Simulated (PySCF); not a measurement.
Mapped SMILES: `[CH2:1]=[CH:2][S:3][CH3:4]`. Each H is labelled by its parent atom. Ha(C1) is cis to S3; Hb(C1) is trans to S3.

GIAO shifts from PySCF on PBE0-D3(BJ)/def2-SVP geometries (one conformer, non-relativistic, equivalent nuclei averaged), against TMS at the same level and in the same medium; PCM means IEF-PCM chloroform.

Measured (solution, not stated per compound (mostly CDCl3 or CCl4); Pretsch, Buehlmann, Badertscher, Structure Determination of Organic Compounds, 4th ed. (2009)): H(C2) 6.43, Hb(C1) 5.18, Ha(C1) 4.95 ppm.

Task: Which unscaled values do PBE0/pcSseg-1, gas; PBE0/pcSseg-1, PCM; WP04/pcSseg-1, PCM; wB97X-D/pcSseg-1, PCM give, and how close are they?

Result: 
```tsv
atoms	measured	PBE0/pcSseg-1, gas	PBE0/pcSseg-1, PCM	WP04/pcSseg-1, PCM	wB97X-D/pcSseg-1, PCM
H(C2)	6.43	5.95	6.47	6.08	6.44
Hb(C1)	5.18	5.36	5.49	5.19	5.48
Ha(C1)	4.95	5.26	4.96	4.71	5.02
```

Mean absolute error for ¹H: PBE0/pcSseg-1, gas 0.32, PBE0/pcSseg-1, PCM 0.12, WP04/pcSseg-1, PCM 0.20, wB97X-D/pcSseg-1, PCM 0.13 ppm.
